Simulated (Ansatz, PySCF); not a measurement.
Molecule: CF$_{4}$, charge 0, multiplicity 1. 
Geometry from a B3LYP-D3(BJ)/def2-TZVP (Ansatz, a quantum-chemistry and plane-wave program) optimisation:
SMILES: FC(F)(F)F
```xyz
5

C      0.0000     0.0000     0.0000
F      0.7629     0.7657     0.7682
F     -0.7843    -0.7493     0.7628
F     -0.7467     0.7653    -0.7843
F      0.7680    -0.7817    -0.7466
```


Wanted: enthalpy of formation at 298 K (from the atomisation energy, B3LYP-D3(BJ)/def2-TZVP harmonic zero-point and thermal terms from PySCF, and the atoms' enthalpies of formation in the G2/97 table; no spin-orbit terms, and no core term in the frozen-core levels), in kcal/mol. Correlated levels leave the core frozen unless marked. UHF or UKS for open shells. Spin-orbit coupling is left out. Non-relativistic. The coupled-cluster limit lacks core correlation, which all-electron functionals hold. CBS(X,Y): correlation extrapolated as X^-3; Hartree-Fock from the larger set. The bracket is a focal-point correction in the basis named.

```json
[
 {"level": "HF/cc-pwCVTZ", "program": "Ansatz", "enthalpy of formation at 298 K (kcal/mol)": "-61.1"},
 {"level": "BLYP-D4/def2-TZVPD", "program": "Ansatz + dftd4", "enthalpy of formation at 298 K (kcal/mol)": "-225.9"},
 {"level": "revPBE/def2-TZVPD", "program": "Ansatz", "enthalpy of formation at 298 K (kcal/mol)": "-220.2"},
 {"level": "B97M-V/def2-TZVPD", "program": "Ansatz", "enthalpy of formation at 298 K (kcal/mol)": "-222.7"},
 {"level": "B3LYP-D4/def2-TZVPD", "program": "Ansatz + dftd4", "enthalpy of formation at 298 K (kcal/mol)": "-216.7"},
 {"level": "PBE0/def2-SVP", "program": "Ansatz", "enthalpy of formation at 298 K (kcal/mol)": "-240.9"},
 {"level": "PBE0-D3(BJ)/def2-TZVPD", "program": "Ansatz + dftd3", "enthalpy of formation at 298 K (kcal/mol)": "-225.7"},
 {"level": "PBE0-D4/def2-TZVP", "program": "Ansatz + dftd4", "enthalpy of formation at 298 K (kcal/mol)": "-226.8"},
 {"level": "PBE0/def2-QZVPP", "program": "Ansatz", "enthalpy of formation at 298 K (kcal/mol)": "-225.5"},
 {"level": "TPSSh/def2-TZVPD", "program": "PySCF", "enthalpy of formation at 298 K (kcal/mol)": "-214.7"},
 {"level": "HSE06-D3(BJ)/def2-TZVPD", "program": "Ansatz + dftd3", "enthalpy of formation at 298 K (kcal/mol)": "-226.3"},
 {"level": "LC-wPBE-D4/def2-TZVPD", "program": "Ansatz + dftd4", "enthalpy of formation at 298 K (kcal/mol)": "-232.5"},
 {"level": "RI-MP2/aug-cc-pVTZ", "program": "Ansatz", "enthalpy of formation at 298 K (kcal/mol)": "-243.5"},
 {"level": "CCSD/6-31G", "program": "Ansatz", "enthalpy of formation at 298 K (kcal/mol)": "-96.2"},
 {"level": "RI-MP2/CBS(aug-cc-pVTZ,aug-cc-pVQZ)+[CCSD(T)-MP2]/aug-cc-pVTZ", "program": "Ansatz", "enthalpy of formation at 298 K (kcal/mol)": "-225.8"}
]
```
